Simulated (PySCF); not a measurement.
Species: C₃H₅NO.
SMILES: `COC1=NC1`

Computed with MP2 and CCSD/aug-cc-pVDZ in PySCF, restricted Hartree–Fock reference, frozen core, non-relativistic, gas phase, PBE0-D3(BJ)/def2-SVP geometry.

E(HF) = -245.76834 Eh.

Question: How large is the problem?

Answer: 160 basis functions and 38 electrons; 5 orbitals frozen, which leaves o = 14 correlated occupied and v = 141 virtual orbitals. That is o·v = 1974 singles and o·v(o·v + 1)/2 = 1949325 distinct closed-shell doubles amplitudes before symmetry; the costliest CCSD step grows as o²v⁴ = 7.7 × 10^10.

Question: What are the MP2 and CCSD correlation energies?

Answer: MP2 -0.7830 Eh and CCSD -0.8156 Eh, which gives totals of -246.55137 and -246.58396 Eh. That is 0.793 eV for each correlated electron at CCSD (2141 kJ/mol in all, 0.331 % of the total energy); MP2 gives 96.0 % of the CCSD value.

Question: What is the T1 diagnostic?

Answer: 0.0134, below the customary warning level of 0.02. It is the norm of the spatial-orbital singles amplitudes over the root of the number of correlated electrons, so the norm is 0.071.

Question: How does correlation change the dipole moment?

Answer: HF gives 1.96 D and CCSD (unrelaxed density) 1.85 D, a change of -0.11 D.

Connected triples and the basis-set limit are missing.

The values belong to the conformer `[CH3:1][O:2][C:3]1=[N:4][CH2:5]1`: C1–O2–C3–N4 1°.
